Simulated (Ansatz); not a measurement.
System: C4H3N2, charge 0, multiplicity 2. It need not be the lowest isomer of its formula. 
Structure (B3LYP-D3(BJ)/def2-TZVP (Ansatz, an electronic-structure program) minimum search):
```xyz
9

C      0.9058    -1.0165    -0.0294
C      1.3400     0.3104    -0.0650
N      0.4288     1.2779    -0.0348
C     -0.8580     0.9288     0.0282
C     -1.2596    -0.3985     0.0623
N     -0.3238    -1.3601     0.0309
H      2.3832     0.5905    -0.1160
H     -1.5871     1.7302     0.0521
H     -2.3009    -0.6904     0.1134
```
Charge 0, spin multiplicity 2.

Basis-set convergence of Hartree-Fock and MP2 correlation energies (hartree) with Ansatz. Correlated levels leave the core frozen unless marked. Open shells are spin-unrestricted. No spin-orbit coupling. No relativistic terms.

The UHF reference is spin-contaminated (<S^2> 0.63 over the pure value in the largest basis). The T1 diagnostic of CCSD in the largest basis is 0.052, which is high, so the coupled-cluster rows are less sure than usual.

```tsv
basis	functions	E(HF)	E(corr, MP2)
cc-pVDZ	99	-262.06571	-0.75100
cc-pVTZ	222	-262.13040	-0.92675
cc-pVQZ	420	-262.14768	-0.99007
```

Extrapolating the two largest sets (X = 3 and 4) as X^-3: E(corr) = (64·(-0.99007) - 27·(-0.92675))/37 = -1.0363 Eh, an estimate of the basis-set limit. The largest set recovers 95.5 % of it, the smallest 72.5 %.
